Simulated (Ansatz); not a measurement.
# Mg2H (quartet): from Hartree-Fock to the top rungs, def2-TZVPP

One table from this session's results is given with a row withheld; the runs are named, their logs left out.

Method: def2-TZVPP, core rule «outside noble gas», up to 10 orbitals frozen; program: Ansatz 0.2.0, Gaussian basis.

To be run: UHF; ROHF; CCSD(T) on UHF.

2 further runs of the same task are left out: 2 set aside as unsound or not needed.

## What is computed

The geometry is a PBE0/def2-TZVP stationary point (not a proven minimum) of the parent state, kept for this charge and spin.

3 atoms, charge 0, spin multiplicity 4.

Atoms are counted from 1 here; the program's logs count them from 0.

Bond lengths: Mg1–H3 1.736 Å.

The first run:

Contents of in.yaml:

```yaml
crystal:
  periodic: [false, false, false]
  atoms:
    - {symbol: Mg, position_ang: [0.000000, 0.000000, 0.437459]}
    - {symbol: Mg, position_ang: [0.000000, 0.000000, -2.610772]}
    - {symbol: H, position_ang: [0.000000, 0.000000, 2.173313]}
basis:
  gaussian: {orbitals: def2-TZVPP}
magnetization: {spin_polarized: true, initial_magnetization: 3}
hamiltonian: {xc: hf}
output: {orbitals: {seedname: orbitals}}
```

On the command line:

```sh
ansatz run in.yaml --threads 1 --pin off --events-out ev --progress --plain --max-ram 3968MiB --backend cpu
```

Steps of the session up to this table: UHF; ROHF; CCSD(T) on UHF.

One of the session's tables, all rows but one given; the rest of the session is left out.

| method | from UCCSD(T) (kJ/mol) |
| --- | --- |
| ROHF | +139.0 |
| UHF | +137.3 |
| UMP2 | +40.6 |
| UCCSD | ? |
| UCCSD(T) | 0 |

**Question.** Estimate the row for UCCSD.

**Answer.** from UCCSD(T) (kJ/mol): +2.2. In the column «from UCCSD(T) (kJ/mol)» it lies between UCCSD(T) (0) and UMP2 (+40.6).
